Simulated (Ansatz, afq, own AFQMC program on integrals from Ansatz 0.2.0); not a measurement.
Atomization energy of RuH, sextet

```xyz
2

Ru    0.0000    0.0000    0.0000
H     0.0000    0.0000    1.7532
```

Atoms in their ground-state spins without spin–orbit coupling (mostly on UHF) minus the molecule (UHF), without zero-point energy. The geometry is a stationary point, not shown to be a minimum.

Basis def2-TZVP with its core potentials. Noble-gas cores (and the filled d shells of Ga–Kr and In–Xe) are frozen. AFQMC by an in-house program on the Cholesky factors that Ansatz 0.2.0 writes for its CCSD(T) run. ph-AFQMC/CISD is guided by a CISD state made of CCSD amplitudes; releasing the constraint for a short imaginary time cuts its bias at the price of noise, slowly where states lie close. Error bars are statistical, one sigma. No spin–orbit coupling. The metal's outer-core s and p shells are frozen, which shifts wave-function levels against functionals. The errors of all members are added in quadrature.

No full CI on the walks' own integrals is used here; CCSDT(Q) serves as the reference and is uncertain by about the last step of the cluster series. Each member takes its own surest rung, up to full CI.

The best estimate is CCSD(T) at the basis-set limit (CBS: def2-TZVPP and def2-QZVPP, with their diffuse functions for anions and beside diffuse sets, CCSD(T) itself extrapolated) plus the step from CCSD(T) to CCSDT(Q) in def2-TZVP. Rows without CBS are in def2-TZVP; B2PLYP and the wave-function rows carry a basis error of their own. Core correlation and relativity beyond core potentials are missing, and ± holds the sampling alone.

Cautions: no spin-orbit coupling; outer-core shells of the metal frozen; RuH (sextet): lower spins were not checked, the released energies are still falling, so no released level is given (meV from the phaseless value at times in 1/Eh: 0 ± 7 at 0.60, -11 ± 9 at 1.20, -42 ± 11 at 2.00, -45 ± 16 at 3.00, -33 ± 28 at 4.20), though the last usable value meets CCSDT(Q) within the noise, its ph-AFQMC/CISD value lies 27 ± 5 meV above CCSDT(Q).

| level | atomization energy (kcal/mol) |
| --- | --- |
| r2SCAN | 34.0 |
| CCSD | 33.4 |
| wB97M-V | 30.6 |

Task: From these cheaper values, estimate the atomization energy at the level of the best estimate.

Result: 29.8 kcal/mol (best estimate, highest rung CCSDT(Q)).

```tsv
level	atomization energy (kcal/mol)	error against the best estimate (kcal/mol)
HF	26.3	-3.5
MP2	27.6	-2.2
CCSD(T)	33.4	3.6
CCSDT	33.6	3.8
CCSDT(Q)	33.6	3.8
ph-AFQMC/CISD	33.2 ± 0.1	3.4 ± 0.1
HF/CBS	26.4	-3.4
MP2/CBS	22.7	-7.1
CCSD(T)/CBS	29.7	-0.2
PBE	27.8	-2.0
PBE0	27.6	-2.2
B3LYP	27.1	-2.7
B2PLYP	27.6	-2.2
```

Correlation beyond CCSD(T) adds 0.2 kcal/mol. Going to the basis-set limit takes off 3.8 kcal/mol at CCSD(T). The perturbative (T) step is worth +0.1 kcal/mol.

Best estimates are given only where the step beyond CCSD(T) is under 0.3 eV and no member's determinant is very poor (T1 over 0.05, or 0.07 for open shells, ⟨S²⟩ too high by 0.3, two states mixed), so the hardest cases are missing from such tables.

The functionals ran in a triple-zeta set and keep a basis error of their own, a few kJ/mol for each bond in atomization energies and more for double hybrids, so close places among them and the extrapolated levels can swap.

CCSDT and higher add their correlation energy to the determinant of the CCSD(T) run, since their own runs factorise the integrals more tightly (a shift of under 2 meV). Each member of a difference takes its own highest rung, so a best estimate needn't equal the limit plus the step of one row. A walk keeps the symmetry of its determinant, which the program's search chose and which needn't be the lowest solution, so a lower state of the same spin and another symmetry isn't excluded. The exponents were fitted on light atoms, and def2 sets of heavy atoms don't grow evenly, so the limit is rough here.
